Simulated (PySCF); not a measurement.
# AlB+: bond curves at several levels of theory

Aim: find the lowest electronic state of AlB+, scan its bond at several levels of theory, and get bond length, wavenumber and dissociation energy from each curve.

Method: Al aug-cc-pV(D+d)Z, B aug-cc-pVDZ, no relativity; program: PySCF 2.14.0.

### Step 1. Set-up

A driver script around PySCF takes these settings:

```json
{
  "atoms": "Al, B",
  "charge": "1",
  "basis": "Al aug-cc-pV(D+d)Z, B aug-cc-pVDZ",
  "Hamiltonian": "no relativity",
  "basis functions": "55",
  "electrons treated": "17",
  "masses in u": "26.9815, 11.0093",
  "levels": "PBE0, PBE, r²SCAN, BP86, revPBE, B97-3, HSE06, HF, MP2, SCS-MP2, CCSD, CCSD(T)",
  "grid": "80 radial by 434 angular points",
  "occupations": "held fixed by the projection of orbital angular momentum",
  "dissociation limit": "Al+ + B, each in its ground configuration",
  "starting distance in angstrom": "2.110",
  "values of 2S to try": "1, 3"
}
```

Run with:

```sh
$ OMP_NUM_THREADS=1 python dia.py task.json out
```

After this run come: The PBE0 curve of the state that the search chose; Higher solutions at PBE0; PBE (GGA); r²SCAN (meta-GGA); BP86; revPBE (GGA); B97-3; HSE06; UHF (mean field); MP2 and coupled cluster.

What does the calculation give? Wanted: for each run, Re; ωe; De; μ.

As calculated:

Lowest PBE0 solution found, without spin–orbit coupling: ²Σ⁺ (doublet), unpaired electrons σ ↑. The other levels ran on it alone.

```csv
level,Re (Å),ωe (cm⁻¹),De (eV),μ (D)
UHF,2.848,218.3,0.58,0.18
UHF-MP2,2.800,225.9,0.67,n/a
UHF-SCS-MP2,2.819,218.3,0.63,n/a
UHF-CCSD,2.801,227.9,0.68,n/a
UHF-CCSD(T),2.787,233.1,0.71,n/a
PBE,2.760,232.1,1.03,0.44
revPBE,2.786,222.8,0.97,0.44
BP86,2.780,223.9,0.99,0.41
r²SCAN,2.753,234.1,0.97,0.49
PBE0,2.741,245.2,0.96,0.43
B97-3,2.750,236.3,0.89,0.32
HSE06,2.747,242.0,0.96,0.42
```

De is counted to Al+ + B in their ground configurations. A positive dipole points from Al to B; in an ion it is taken about the centre of mass and does not tell which atom is negative.

**Reading.** The methods spread over 0.107 Å in bond length, from PBE0 to UHF. CCSD(T) can't serve as the judge here: for a weak bond in this basis it is far from its limit. Of the levels with a De here, UHF gives the least (0.58 eV) and PBE the most (1.03 eV).

Correlated steps freeze 6 core orbitals.
